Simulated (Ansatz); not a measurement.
## Ansatz (development build ahead of 0.2.0) run

```yaml
crystal:
  periodic: [false, false, false]
  atoms:
    - { symbol: "N", position_ang: [0.10847, 0.40654, 0.27649] }
    - { symbol: H, position_ang: [0.15193, 1.31471, -0.26935] }
    - { symbol: O, position_ang: [-0.10271, -0.53819, -0.21616] }
basis:
  gaussian: { orbitals: def2-SVP }
total_charge: 1
magnetization:
  spin_polarized: true
  initial_magnetization: 1
hamiltonian:
  xc: hf
output:
  forces: true
```

The input is written out in the form of the current development build from the run's settings.

Output:

| Item | Value |
| --- | --- |
| Converged | yes |
| Total energy | -129.34221 hartree |
| Spin squared of the determinant | 0.775 |
| Stability test | minimum |

Forces (eV/Å):
| atom | Fx | Fy | Fz |
| --- | --- | --- | --- |
| N1 | 0.213 | 1.236 | 0.240 |
| H2 | 0.066 | 0.242 | 0.199 |
| O3 | -0.279 | -1.478 | -0.440 |
